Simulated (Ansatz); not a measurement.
A made-up structure of BSiH4S, doublet:

```csv
atom,x (Å),y (Å),z (Å)
B1,-0.1730,-1.2655,0.5089
S2,-1.6455,-0.7542,-0.2784
Si3,0.9261,0.5548,0.0974
H4,-2.8073,-1.4506,-0.4001
H5,1.0378,0.7466,-1.3662
H6,0.2395,1.7027,0.7317
H7,2.2771,0.3792,0.6915
```

It is relaxed with PBE-D4/def2-SVP and then PBE0-D4/def2-TZVP (Ansatz 0.2.0). Atoms count as bonded within 1.22 times the sum of their covalent radii (H–H: 0.88 Å). The end point is not checked to be a true minimum.

Q: Does its bonding change? (Judge from chemistry; the calculation decides.)

A: By the calculation: No: no bond forms or breaks.

Where it ends: The first stage lowers the energy by 0.86 eV in 17 steps. It ends as BSiH₄S ([SiH3][B][SH]):
B1  (-0.500, -0.706, -0.167)
S2  (-2.203, -0.789, 0.138)
Si3  (0.951, 0.620, 0.045)
H4  (-2.478, -2.045, -0.282)
H5  (1.537, 0.881, -1.298)
H6  (0.544, 1.927, 0.637)
H7  (2.004, 0.026, 0.912)
(Å)

Labels in which every atom is bracketed show which atoms are joined, not bond orders.

For scale, one of the runs: PBE0-D4/def2-TZVP relaxation, 129 basis functions, launched by `ansatz run in.yaml --threads 2 --pin off --events-out ev --progress --plain --max-ram 4352MiB`. The run took about 47 s on 2 CPU threads of an Arm Neoverse N1 (shared host).
